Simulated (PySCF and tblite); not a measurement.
Results of a calculation; reference values are marked as such.
C₅H₉N, numbered as in [CH3:1][CH2:2][CH2:3][CH2:4][C:5]#[N:6]. Conformer-averaged GIAO shifts at 298.15 K against TMS at the same level, unscaled (PySCF, tblite), from 3 protocols:

A: shieldings PBE0/pcSseg-1 (IEF-PCM, chloroform); weights PBE0-D3(BJ)/def2-TZVP (IEF-PCM, chloroform) // PBE0-D3(BJ)/def2-SVP; 5 conformers.
B: shieldings wB97X-D/pcSseg-1 (IEF-PCM, chloroform); weights PBE0-D3(BJ)/def2-SVP (IEF-PCM, chloroform) // GFN2-xTB; 5 conformers.
C: shieldings PBE0/pcSseg-1; weights PBE0-D3(BJ)/def2-TZVP // PBE0-D3(BJ)/def2-SVP; 5 conformers.

```csv
signal,measured (ppm),A,B,C
H1,0.96,1.00,1.07,1.01
H2,1.5,1.35,1.49,1.38
H3,1.63,1.46,1.63,1.36
H4,2.34,2.31,2.44,2.06
```

Measured: Pretsch, Buehlmann, Badertscher, Structure Determination of Organic Compounds, 4th ed. (2009); solvent: not stated per compound (mostly CDCl3 or CCl4).

Task: Which protocol comes closest to experiment?

Result: For ¹H protocol B has the smallest mean absolute error, but the gap to the next is too small to matter.
| nucleus | ppm | A | B | C |
| --- | --- | --- | --- | --- |
| ¹H | mean absolute error | 0.10 | 0.06 | 0.18 |
| ¹H | scatter about the mean error | 0.09 | 0.06 | 0.13 |

For scale, the study of CCCCC#N took 3.2 min on 1 thread of AMD EPYC 7B13, shared host (rough), launched as `OMP_NUM_THREADS=1 python ens_run.py task.json out`.
